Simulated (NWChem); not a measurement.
System: methylamine (CH$_{5}$N); SMILES CN

Here is an NWChem input.

```
start job
memory heap 200 mb stack 900 mb global 1100 mb
geometry units angstroms noautoz
  C     -0.007721     0.690034     0.000000
  N     -0.096730    -0.753659     0.000000
  H     -0.528114     1.096772    -0.881724
  H     -0.528114     1.096772     0.881724
  H      1.016671     1.119737     0.000000
  H      0.376435    -1.141446    -0.813320
  H      0.376435    -1.141446     0.813320
end
basis spherical
  * library def2-tzvpd
end
dft
  xc pbe0
  iterations 150
  mulliken
end
task dft energy
```

Structure relaxed at the PBE0/def2-SVP level.

Give the results of this calculation. (PBE0/def2-TZVPD.) Quantities: energy (Ha); highest occupied level (eV); orbital gap (eV); dipole (D).


```json
{
  "energy (Ha)": "-95.78",
  "highest occupied level (eV)": "-6.89",
  "orbital gap (eV)": "7.29",
  "dipole (D)": "1.29"
}
```
